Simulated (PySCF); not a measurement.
# SHF: relaxation and vibrations of the triplet

Where does triplet SHF go from a linear start, is the end point a minimum, and what are its modes, charges and moments?

The runs use PySCF 2.14.0; PBE0, basis S def2-TZVP, H def2-TZVP, F def2-TZVP, no relativity, density fitting.

## Step 1: Starting geometry

3 atoms, charge 0, spin multiplicity 3.

Bond lengths: S1–H2 1.350 Å, S1–F3 1.670 Å. Angles: H2–S1–F3 180.0°.

Coordinates in bohr (charge 0 multiplicity 3):
```
S     0.0000    0.0000    0.0000
H     0.0000    0.0000   -2.5511
F     0.0000    0.0000    3.1558
```

## Step 2: Finding the electronic state

The steps below are one call of a driver around PySCF. For each, scf.py gives the equivalent set-up of the SCF; relaxations use the driver's own optimiser. After this first run the driver tries any further starts and a stability analysis.

Contents of scf.py:

```python
from pyscf import gto, scf, dft
mol = gto.M(atom='''
S      0.000000     0.000000     0.000000
H      0.000000     0.000000    -1.350000
F      0.000000     0.000000     1.670000''',
    basis={'S': 'def2-TZVP', 'H': 'def2-TZVP', 'F': 'def2-TZVP'},
    charge=0, spin=2)
mf = dft.UKS(mol, xc='PBE0')
mf.grids.atom_grid = (50, 194)
aux = {'S': 'def2-universal-JKFIT', 'H': 'def2-universal-JKFIT', 'F': 'def2-universal-JKFIT'}
mf = mf.density_fit(auxbasis=aux)
mf.conv_tol = 1e-08
mf.diis_space = 10
mf.max_cycle = 60
mf.init_guess = 'minao'
mf.verbose = 4
mf.kernel()
```

The run is started by

```
$ OMP_NUM_THREADS=2 python axn.py task.json out
```

The runs that follow: Relaxing the triplet from the linear start; Is it a minimum? Harmonic modes; Downhill along the imaginary mode; Is it a minimum? Harmonic modes.

**Question.** What will these runs give? Wanted: minimum; geometry; wavenumbers; dipole moment; highest occupied, lowest empty level; polar-tensor charge of S1; zero-point energy; atomisation energy; ⟨S²⟩.

The runs gave:

```
                                          quantity                                  value
                                           minimum                            triplet, Cs
                                          geometry  S–F 1.921 Å, S–H 1.345 Å; F–S–H 83.6°
                                wavenumbers (cm⁻¹)          432 (a'), 638 (a'), 2700 (a')
                                     dipole moment                                 2.78 D
highest occupied, lowest empty level (either spin)                        -6.78, -5.02 eV
                         polar-tensor charge of S1                                +0.37 e
                                 zero-point energy                            22.6 kJ/mol
                               entropy at 298.15 K                        255.0 J/(mol K)
         atomisation energy (no zero-point energy)                             497 kJ/mol
                                              ⟨S²⟩                                  2.010
```

In words: From C∞v at the start the molecule goes to a Cs minimum. In the infrared the band at 432 cm⁻¹ (a', stretch) leads. Most of the spin sits on S1 (Mulliken spin 1.63, against 2 for the whole molecule). Only this shape and spin were tried, so other structures or states may lie lower.
